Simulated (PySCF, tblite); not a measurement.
# PH₃: protonation, NMR shifts, part 2 of 2

tblite 0.8.0 and PySCF 2.14.0. Atoms count from 0. Earlier steps stand in the parts before.

## 11. Single point (PH₄+): wB97X-D3(BJ)/def2-TZVP

Geometry: PBE0-D3(BJ)/def2-SVP.

Job settings and geometry (Å):

```
{"job": {"kind": "sp", "xc": "wB97X", "basis": "def2-TZVP", "d3": "d3bj", "grid": 2}, "charge": 1, "multiplicity": 1}
P     -0.247420     0.044698     0.208324
H     -0.511431     1.222873    -0.517649
H      1.145042    -0.120831     0.344461
H     -0.787025    -1.060887    -0.478280
H     -0.836381     0.137469     1.484805
```

Standard output:

```text
coarse grid: 4104 points
cycle   1  E = -343.4508123949  dE =  1.196e-01  |g| = 2.912e-01  |ddm| = 1.330e+00
cycle   2  E = -343.4820048974  dE = -3.119e-02  |g| = 1.333e-01  |ddm| = 3.664e-01
cycle   3  E = -343.4851568734  dE = -3.152e-03  |g| = 2.354e-02  |ddm| = 1.115e-01
cycle   4  E = -343.4853278968  dE = -1.710e-04  |g| = 5.665e-03  |ddm| = 2.260e-02
cycle   5  E = -343.4853432411  dE = -1.534e-05  |g| = 9.166e-04  |ddm| = 6.472e-03
cycle   6  E = -343.4853439729  dE = -7.318e-07  |g| = 1.428e-04  |ddm| = 1.705e-03
final grid: 33416 points
cycle   7  E = -343.4864384120  dE = -6.283e-06  |g| = 1.183e-03  |ddm| = 7.238e-03
cycle   8  E = -343.4864386888  dE = -2.769e-07  |g| = 6.295e-04  |ddm| = 1.034e-03
cycle   9  E = -343.4864387356  dE = -4.677e-08  |g| = 5.373e-05  |ddm| = 4.517e-04
cycle  10  E = -343.4864387370  dE = -1.363e-09  |g| = 1.203e-05  |ddm| = 1.298e-04
converged SCF energy = -343.4864387370
```

Run time: 0.47 s. Hardware: 1 thread of Arm Neoverse V1, shared host; peak memory 0.45 GiB.

## 12. Single point (PH₃): wB97X-D3(BJ)/def2-TZVP in acetonitrile

Geometry: PBE0-D3(BJ)/def2-SVP.

Job settings and geometry (Å):

```
{"job": {"kind": "sp", "xc": "wB97X", "basis": "def2-TZVP", "d3": "d3bj", "grid": 2, "solvent": "acetonitrile"}, "charge": 0, "multiplicity": 1}
P     -0.004510     0.004006     0.573632
H     -0.470088     1.098311    -0.218456
H      1.196971    -0.132058    -0.187607
H     -0.702018    -0.960747    -0.216483
```

Standard output:

```text
final grid: 28048 points
cycle   1  E = -343.1751364155  dE = -1.816e-04  |g| = 5.589e-03  |ddm| = 3.688e-02
cycle   2  E = -343.1751602244  dE = -2.381e-05  |g| = 2.305e-03  |ddm| = 1.869e-02
cycle   3  E = -343.1751645271  dE = -4.303e-06  |g| = 1.036e-03  |ddm| = 8.390e-03
cycle   4  E = -343.1751654201  dE = -8.930e-07  |g| = 1.626e-04  |ddm| = 5.115e-03
cycle   5  E = -343.1751654526  dE = -3.246e-08  |g| = 3.585e-05  |ddm| = 1.071e-03
cycle   6  E = -343.1751654541  dE = -1.465e-09  |g| = 5.635e-06  |ddm| = 2.009e-04
converged SCF energy = -343.1751654541
```

Wall time 0.4 s (1 thread of Arm Neoverse V1, shared host); peak memory 0.45 GiB.

## 13. Single point (PH4+): wB97X-D3(BJ)/def2-TZVP in acetonitrile

Geometry: PBE0-D3(BJ)/def2-SVP.

Job settings and geometry (Å):

```
{"job": {"kind": "sp", "xc": "wB97X", "basis": "def2-TZVP", "d3": "d3bj", "grid": 2, "solvent": "acetonitrile"}, "charge": 1, "multiplicity": 1}
P     -0.247420     0.044698     0.208324
H     -0.511431     1.222873    -0.517649
H      1.145042    -0.120831     0.344461
H     -0.787025    -1.060887    -0.478280
H     -0.836381     0.137469     1.484805
```

Standard output:

```text
final grid: 33416 points
cycle   1  E = -343.6012882261  dE = -1.341e-04  |g| = 4.660e-03  |ddm| = 4.203e-02
cycle   2  E = -343.6012950765  dE = -6.850e-06  |g| = 1.719e-03  |ddm| = 1.235e-02
cycle   3  E = -343.6012956393  dE = -5.627e-07  |g| = 4.759e-04  |ddm| = 1.899e-03
cycle   4  E = -343.6012956971  dE = -5.779e-08  |g| = 7.325e-05  |ddm| = 1.187e-03
cycle   5  E = -343.6012956994  dE = -2.318e-09  |g| = 1.348e-05  |ddm| = 1.902e-04
converged SCF energy = -343.6012956994
```

Wall time 0.48 s (1 thread of Arm Neoverse V1, shared host); peak memory 0.45 GiB.

## 14. Protonation: wB97X-D3(BJ)/def2-TZVP

This step combines the energies above: geometries from PBE0-D3(BJ)/def2-SVP, zero-point and thermal terms from PBE0-D3(BJ)/def2-SVP.

Job settings and geometry (Å):

```
{"job": {"kind": "pa", "geom": {"xc": "PBE0", "basis": "def2-SVP", "d3": "d3bj", "grid": 1}, "hess": 1, "level": {"xc": "wB97X", "basis": "def2-TZVP", "d3": "d3bj", "solvents": ["acetonitrile"]}}, "charge": 0, "multiplicity": 1}
P     -0.004510     0.004006     0.573632
H     -0.470088     1.098311    -0.218456
H      1.196971    -0.132058    -0.187607
H     -0.702018    -0.960747    -0.216483
```

Output (the driver's rows laid out field by field):

```text
protonation site by site, wB97X-D3(BJ)/def2-TZVP // PBE0-D3(BJ)/def2-SVP

row 1
  formula                 H4P
  charge                  1
  multiplicity            1
  smiles                  [PH4+]
  kept                    yes
  pieces                  1
  point_group             Td
  atom                    0
  element                 P
  electronic              821.33
  enthalpy                798.3
  free_energy             763.85
  solution                acetonitrile 1061.33
  share_gas               1.0
  share_solution          acetonitrile 1.0
```

It took 11 s on 1 thread of Arm Neoverse V1, shared host; peak memory 0.45 GiB.

Energy given off on adding a proton (kJ/mol, gas phase, 298 K for the thermal columns):

| site | product | electronic | enthalpy | free energy |
| --- | --- | --- | --- | --- |
| P0 | [PH4+] | 821.3 | 798.3 | 763.9 |

Free energies in a continuum (kJ/mol, same sign; the bare proton is left unsolvated, so these are no solution acidities or basicities): acetonitrile: P0 1061.3.

## 15. NMR shifts: GIAO PBE0/pcSseg-1

Job settings and geometry (Å):

```
{"job": {"kind": "nmr", "xc": "PBE0", "basis": "pcSseg-1", "pop": false}, "charge": 0, "multiplicity": 1}
P     -0.004510     0.004006     0.573632
H     -0.470088     1.098311    -0.218456
H      1.196971    -0.132058    -0.187607
H     -0.702018    -0.960747    -0.216483
```

Method: GIAO PBE0/pcSseg-1 NMR shielding, non-relativistic, gas phase.

Standard output:

```text
coarse grid: 3488 points
cycle   1  E = -342.9798921731  dE = -1.909e-01  |g| = 8.375e-02  |ddm| = 1.489e+00
cycle   2  E = -342.9812332619  dE = -1.341e-03  |g| = 5.627e-02  |ddm| = 2.418e-01
cycle   3  E = -342.9823499373  dE = -1.117e-03  |g| = 1.332e-02  |ddm| = 1.025e-01
cycle   4  E = -342.9823727468  dE = -2.281e-05  |g| = 1.129e-03  |ddm| = 1.444e-02
cycle   5  E = -342.9823730147  dE = -2.679e-07  |g| = 1.238e-04  |ddm| = 1.679e-03
final grid: 28048 points
cycle   6  E = -342.9887991095  dE = -4.318e-06  |g| = 1.509e-03  |ddm| = 1.024e-02
cycle   7  E = -342.9887993356  dE = -2.262e-07  |g| = 1.336e-03  |ddm| = 4.222e-03
cycle   8  E = -342.9887997830  dE = -4.474e-07  |g| = 4.387e-05  |ddm| = 1.851e-03
cycle   9  E = -342.9887997837  dE = -6.220e-10  |g| = 8.873e-06  |ddm| = 7.756e-05
converged SCF energy = -342.9887997837

GIAO shielding tensors (ppm)
atom      isotropic    diamagn.    paramagn.     s11        s22        s33       span
  0 P      583.258     965.399    -382.142    541.524    604.115    604.134     62.611
  1 H       29.224      29.040       0.184     25.052     25.978     36.644     11.592
  2 H       29.225      29.039       0.186     25.052     25.978     36.645     11.593
  3 H       29.225      29.043       0.182     25.052     25.978     36.645     11.593
```

Wall time 0.46 s (1 thread of Arm Neoverse V1, shared host); peak memory 0.45 GiB.

The references, computed at this level on geometries of the same kind, shield at (ppm): ¹H TMS 31.27, ³¹P H3PO4 310.1. Their shielding less the atom's gives the shift. The references are single molecules in the gas phase, so shifts against H2O, NH3, PH3, H3PO4 or CFCl3 are not on the usual liquid scales and can be off by tens of ppm. Atoms listed in one row are averaged.

```csv
atoms,environment,σ (ppm),δ (ppm)
"H1, H2, H3",hydrogen on a phosphorus,29.22,2.04
P0,phosphorus bonded to 3 H,583.3,-273.1
```

## 16. NMR shifts (PH₄+): GIAO PBE0/pcSseg-1

Job settings and geometry (Å):

```
{"job": {"kind": "nmr", "xc": "PBE0", "basis": "pcSseg-1", "pop": false}, "charge": 1, "multiplicity": 1}
P     -0.247420     0.044698     0.208324
H     -0.511431     1.222873    -0.517649
H      1.145042    -0.120831     0.344461
H     -0.787025    -1.060887    -0.478280
H     -0.836381     0.137469     1.484805
```

With the program's defaults for keys left out, this is: GIAO PBE0/pcSseg-1 NMR shielding, non-relativistic, gas phase.

Standard output:

```text
coarse grid: 4104 points
cycle   1  E = -343.2748452327  dE =  1.512e-01  |g| = 1.960e-01  |ddm| = 1.700e+00
cycle   2  E = -343.2841774778  dE = -9.332e-03  |g| = 1.365e-01  |ddm| = 3.808e-01
cycle   3  E = -343.2883336527  dE = -4.156e-03  |g| = 9.578e-03  |ddm| = 1.580e-01
cycle   4  E = -343.2883430470  dE = -9.394e-06  |g| = 1.368e-03  |ddm| = 5.829e-03
final grid: 33416 points
cycle   5  E = -343.2947414502  dE = -6.825e-06  |g| = 2.606e-03  |ddm| = 1.227e-02
cycle   6  E = -343.2947423094  dE = -8.592e-07  |g| = 2.092e-03  |ddm| = 5.084e-03
cycle   7  E = -343.2947432322  dE = -9.228e-07  |g| = 7.478e-05  |ddm| = 2.136e-03
cycle   8  E = -343.2947432340  dE = -1.746e-09  |g| = 4.740e-06  |ddm| = 1.076e-04
cycle   9  E = -343.2947432340  dE = -6.594e-12  |g| = 4.668e-07  |ddm| = 8.785e-06
converged SCF energy = -343.2947432340

GIAO shielding tensors (ppm)
atom      isotropic    diamagn.    paramagn.     s11        s22        s33       span
  0 P      458.548     966.137    -507.589    458.486    458.557    458.602      0.115
  1 H       25.123      26.020      -0.897     21.725     21.725     31.919     10.194
  2 H       25.123      26.239      -1.117     21.725     21.725     31.918     10.194
  3 H       25.123      26.039      -0.917     21.725     21.725     31.918     10.193
  4 H       25.123      25.681      -0.558     21.725     21.725     31.918     10.194
```

Wall time 0.61 s (1 thread of Arm Neoverse V1, shared host); peak memory 0.45 GiB.

The references, computed at this level on geometries of the same kind, shield at (ppm): ¹H TMS 31.27, ³¹P H3PO4 310.1. Their shielding less the atom's gives the shift. The references are single molecules in the gas phase, so shifts against H2O, NH3, PH3, H3PO4 or CFCl3 are not on the usual liquid scales and can be off by tens of ppm. Atoms listed in one row are averaged.

```
         atoms               environment  σ (ppm)  δ (ppm)
H1, H2, H3, H4  hydrogen on a phosphorus    25.12     6.14
            P0  phosphorus bonded to 4 H    458.5   -148.4
```

## 17. Spectra of the species

Job settings and geometry (Å):

```
{"job": {"kind": "pa", "geom": {"xc": "PBE0", "basis": "def2-SVP", "d3": "d3bj", "grid": 1}, "hess": 1, "level": {"xc": "wB97X", "basis": "def2-TZVP", "d3": "d3bj", "solvents": ["acetonitrile"]}, "spectra": true}, "charge": 0, "multiplicity": 1}
P     -0.004510     0.004006     0.573632
H     -0.470088     1.098311    -0.218456
H      1.196971    -0.132058    -0.187607
H     -0.702018    -0.960747    -0.216483
```

Standard output:

```text
nmr P +0: GIAO PBE0/pcSseg-1 NMR shielding, non-relativistic, gas phase
nmr [PH4+] +1: GIAO PBE0/pcSseg-1 NMR shielding, non-relativistic, gas phase
```

Run time: 1.1 s. Hardware: 1 thread of Arm Neoverse V1, shared host; peak memory 0.45 GiB.

This step only lists the spectra that were run on the species above.

## 18. What came out

The summary covers parts 1 to 2.

```
                                                              quantity                       value
                             strongest single infrared mode (GFN2-xTB)       2393 cm⁻¹, 128 km/mol
                                          zero-point energy (GFN2-xTB)               15.0 kcal/mol
                                                           point group                         C3v
                                  rotational constants (main isotopes)  131.44, 131.44, 116.79 GHz
                                 surface potential, 1st and 99th percentile          -0.78 V and 0.75 V
                    proton affinity (−ΔH), P0 (wB97X-D3(BJ)/def2-TZVP)                798.3 kJ/mol
¹H shifts against TMS (PBE0/pcSseg-1, means over atoms taken as alike)                    2.04 ppm
                              ³¹P shifts against H3PO4 (PBE0/pcSseg-1)                  -273.1 ppm
```

In words: All 6 modes are real, so the xTB geometry is a minimum. GFN2-xTB is a fitted tight-binding method: band positions and strengths are rough. Its intensities can rank the bands wrongly. The optimisation took 3 steps and gained 0.062 eV; among the close pairs (by a distance rule), P0–H1 changed most, from 1.386 to 1.429 Å (PBE0/def2-SVP). The proton affinity (−ΔH) at P0 is 798.3 kJ/mol at wB97X-D3(BJ)/def2-TZVP; zero-point and thermal terms move it by -23.0 kJ/mol from the electronic value. At PBE0/pcSseg-1: Shielding is most anisotropic at P0 (span 63 ppm, paramagnetic term -382 ppm).
